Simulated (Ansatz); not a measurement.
Born–Oppenheimer molecular dynamics of ClH₂MgN (5 atoms, charge 0, multiplicity 1). It starts from a relaxed structure.

All numbers below come from RKS PBE0-D4/cc-pVDZ in Ansatz 0.2.0.

```yaml
ensemble: NVE (velocity Verlet)
time_step: 1 fs
steps_asked: 166
starting_velocities_drawn_for: 1000 K
seed: 513449
```

First frame:

```xyz
5
Properties=species:S:1:pos:R:3
N -0.618 0.544 -0.444
Mg 0.625 -0.562 0.419
Cl 2.083 -1.861 1.432
H -0.793 1.527 -0.251
H -1.248 0.279 -1.197
```

Problem. How far do the bonds stretch over the last three quarters of this one trajectory? (Pairs bonded in most of those frames.)

Solution. 
```
   bond  mean (Å)  spread (Å)  shortest  longest
 N1–Mg2     1.891       0.079      1.77     2.02
  N1–H4     1.021       0.026      0.98     1.06
  N1–H5     1.021       0.034      0.97     1.07
Mg2–Cl3     2.205       0.056      2.10     2.31
```

Mean temperature of the second half: 576 K. The conserved energy stayed within 2.2 meV per atom of its start (net change 0.32 meV per atom), so the integration is sound. The temperature averaged 0.58 of the 1000 K drawn at the start: a run that starts near a minimum puts about half its kinetic energy into the potential. A run of 0.17 ps of so small a system gives no equilibrium averages.

Run time: 4.6 min on 1 thread of Intel(R) Xeon(R) Platinum 8488C (Sapphire Rapids), with other jobs on the host, peak memory 0.13 GiB.
